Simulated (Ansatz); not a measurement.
System: antiferromagnetic bcc Cr. Method: B3LYP (VWN-RPA form) (Ansatz, a program for electronic structure, PAW).

Output (set-up and result lines):

```
WARN output.stress: scf.exx.energy_threshold = 1e-6 eV is looser than the 2e-8 eV advised for a stress under a hybrid functional (1e-8 eV for each atom of the …
Crystal: 2 atoms, lattice volume = 25.668 Å³
Basis set: ecut = 460 eV, 587 PW (Γ), exchange–correlation on 48×48×48 points (8 copies of the dense FFT grid, shifted against one another)
Bands: 20, of which v1, the nominal top of the filled ones, is band 14 counted from 1 (13 counted from 0)
Symmetry: 48 space group operations
Space group: Pm-3m (ITA 221), of the structure as read, at distance tolerance 2.9e-5 Å
k-points: 56 of 1000
Initial density: superposition of atomic densities (chi_scale 0.1, normalization cell)
Functional: x = 0.1 slater + 0.9 b88, c = 0.19 vwn_rpa + 0.81 lyp, warm-up for x = 0.08 slater + 0.72 b88 + 0.2 exact, c = 0.19 vwn_rpa + 0.81 lyp
SCF 1 converged in 20 iterations: F = -6766.476805 eV  dr2 = 3.87e-11
Crystal: 2 atoms, lattice volume = 25.668 Å³
Initial density: handed on by an earlier stage of this run
Functional: x = 0.08 slater + 0.72 b88 + 0.2 exact, c = 0.19 vwn_rpa + 0.81 lyp
SCF 2 converged in 11 iterations: F = -6765.004482 eV  dr2 = 3.53e-11
Crystal: 2 atoms, lattice volume = 25.668 Å³
  ...
Crystal: 2 atoms, lattice volume = 25.668 Å³
SCF 5 converged in 8 iterations: F = -6765.644937 eV  dr2 = 1.08e-10
Crystal: 2 atoms, lattice volume = 25.668 Å³
SCF 6 converged in 7 iterations: F = -6765.658265 eV  dr2 = 3.12e-11
Crystal: 2 atoms, lattice volume = 25.668 Å³
SCF 7 converged in 7 iterations: F = -6765.662108 eV  dr2 = 9.55e-12
Crystal: 2 atoms, lattice volume = 25.668 Å³
SCF 8 converged in 6 iterations: F = -6765.663693 eV  dr2 = 3.96e-11
Crystal: 2 atoms, lattice volume = 25.668 Å³
SCF 9 converged in 6 iterations: F = -6765.664287 eV  dr2 = 4.00e-11
Crystal: 2 atoms, lattice volume = 25.668 Å³
Crystal: 2 atoms, lattice volume = 25.668 Å³
Crystal: 2 atoms, lattice volume = 25.668 Å³
SCF 12 converged in 7 iterations: F = -6765.664794 eV  dr2 = 1.31e-11
hybrid outer 11: dexx = +5.961e-7 eV, tail = 1.17e-9 eV, magnetization grown 1.0039 times (not accepted), Δε = 8.54e-3 eV (about 1.05e-3 eV left of the loop's levels)
Crystal: 2 atoms, lattice volume = 25.668 Å³
SCF 13 converged in 2 iterations: F = -6765.664794 eV  dr2 = 2.36e-11
Magnetization: -0.0052 μB (13.9974 up, 14.0026 down)
Free energy (F): -6765.664794 eV
Internal energy: -6765.664229 eV  (E = F + TS)
E sigma→0 (E₀):  -6765.664511 eV
Fermi energy:    18.088856 eV
--- Forces (eV/Å), atoms counted from 1 ---
  atom   1  Cr    -0.00000000     0.00000000    -0.00000000
  atom   2  Cr     0.00000000    -0.00000000    -0.00000000
--- Stress (GPa, compression-positive) ---
       12.718292       0.000000       0.000000
        0.000000      12.718292       0.000000
        0.000000       0.000000      12.718292
  P = ⅓ Tr σ = 12.7183 GPa (127.183 kbar)
```

Q: Write an input file that could have produced this run (the log leaves some choices open).

A: Several could match; the one computed here: 
Ansatz 0.2 input:
```yaml
crystal:
  lattice:
    - [2.9498425738, 0.0, 0.0]
    - [0.0, 2.9498425738, 0.0]
    - [0.0, 0.0, 2.9498425738]
  atoms:
    - { symbol: Cr, position: [0.0, 0.0, 0.0], spin: 1.5 }
    - { symbol: Cr, position: [0.5, 0.5, 0.5], spin: -1.5 }
basis:
  ecutwfc: 460
  ecutrho_ratio: 4
  xc_grid: 2
kpoints:
  mp_grid: { grid: [10, 10, 10] }
hamiltonian:
  xc: b3lyp
  dispersion: none
  pseudopotentials: { kind: paw }
scf:
  occupations: { method: fermi_dirac, width: 0.05 }
  convergence: { dr2_threshold: 0.0000000002 }
output:
  forces: true
  stress: true
  eigenvalues: true
magnetization:
  spin_polarized: true
```

The cell is one volume of an energy–volume scan, off the minimum.

The PAW data were made under PBE.

The run is spin-polarised with opposed starting moments, which need not be the measured order.

Note: the commensurate order stands in for chromium's spin-density wave, and the size of the moments varies much between levels.
